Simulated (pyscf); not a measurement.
Single points on ωB97X-D3(BJ)/def2-SVP structures (PySCF, gas phase).

Q: Estimate by transition-state theory the rate constant of H₂B–B(OH)–Cl + hydrogen chloride (HCl) → HO–B(Cl)–BH–Cl + hydrogen (H₂) (singlet surface; Cl–H, B–H broken, B–Cl, H–H formed) at 1200 K, with ωB97M-D3(BJ)/def2-TZVP energies (ideal gas, 1 atm, RRHO with modes under 100 cm⁻¹ raised to 100, one conformer, R ln 2 for chiral ones without a mode under 150 cm⁻¹; no tunnelling).

A: The electronic barrier is 6.3 kcal/mol and the thermal terms add +44.2, so ΔG‡ = 50.5 kcal/mol. With k_BT/h = 2.50e+13 s⁻¹ and RT = 2.385 kcal/mol, and a volume of 1.64e-19 cm³ per molecule at 1 atm, k = 2.6e-15 cm³ molecule⁻¹ s⁻¹. Wigner's tunnelling factor for 756i cm⁻¹ would be 1.03. A shift of 1 kcal/mol in the barrier changes k by a factor 1.5. On the reactant side the descent ends in a complex, 5.2 kcal/mol under the separated species and 11.6 kcal/mol under the saddle at ωB97X-D3(BJ)/def2-TZVP. One saddle was located; it need not be the lowest between these sides.
